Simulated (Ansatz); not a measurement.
## A series of barriers

1,2-elimination: in every member these bonds form or tighten: H–H; these break or loosen: B–H, H–O. Only the spectator groups change.

Gas-phase electronic energies, without zero-point energy, by CCSD(T) at an estimated basis limit (MP2 extrapolated from triple and quadruple zeta, plus CCSD(T) − MP2 in triple zeta); Ansatz 0.2.0, def2-TZVPP and QZVPP, frozen cores, on PBE0-D4/def2-TZVP structures. Extrapolation: Hartree–Fock as exp(−7.88 √X), correlation as X^−2.97. All energies, in kJ/mol, count from the reactant; the end structure is reached by relaxing down from the saddle. Brackets give SMILES, or, where every atom is bracketed, only which atoms are joined. Steps whose reference was doubtful or whose search ended elsewhere are left out.

| reactants | products | saddle | end structure | saddle by PBE0-D4/TZ |
| --- | --- | --- | --- | --- |
| BH₂OF ([OH][BH][F]) | BOF + H₂ | 274.7 | 132.1 | 262.0 |
| BH₂ClO ([OH][BH][Cl]) | BClO + H₂ | 266.2 | 104.6 | 254.0 |
| BH₃O ([BH2][OH]) | BHO ([BH][O]) + H₂ | ? | 60.9 | 244.2 |
| CH₅BO ([CH3][BH][OH]) | CH₃BO ([CH3][B][O]) + H₂ | 247.8 | 52.2 | 235.6 |

**Question.** What is the height of the saddle for BH₃O ([BH2][OH])? (An estimate is asked for; the value comes from the calculation.)

**Answer.** The calculation gives: 255.0 kJ/mol relative to the reactant, between the members at 247.8 and 266.2.

**Question.** How do the PBE0-D4 saddles lie against the coupled-cluster estimate?

**Answer.** All lower, by 10.8 to 12.8 kJ/mol.

The T1 diagnostic stays at or below 0.019.

For scale, one of the runs: CCSD(T)/def2-TZVPP, 163 basis functions, launched by `ansatz run in.yaml --threads 2 --pin off --events-out ev --progress --plain --max-ram 4352MiB`. Time: 20 s of wall clock on 2 CPU threads of an Arm Neoverse V2; the host was shared. Peak host memory: 1.3 GiB.
